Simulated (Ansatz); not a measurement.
# How the elastic constant C12 of 2H MoS2 moves with the method

No measured value is used here.

| level (code) | value (GPa) | cell (Å³/atom) |
|---|---|---|
| LDA (Ansatz) | 59.2 | 16.99 |
| PBEsol (Ansatz) | 53.5 | 17.92 |
| r²SCAN (Ansatz) | 57.0 | 19.02 |

The crystal itself was run without spin with LDA, PBEsol, r²SCAN; a magnetic state was not tried in these runs. LDA: LDA has no dispersion term either, though it tends to give short spacings of layers, chains or molecules. PBEsol, r²SCAN: the cell comes from a level without a dispersion term, which matters for the spacing of layers, chains or molecules. Each level is taken at its own relaxed cell. Cutoffs differ between the levels. Ansatz's density-functional and Hartree–Fock values are scalar-relativistic unless marked +SOC, with PAW data made under PBE.

Ansatz is an electronic-structure program.
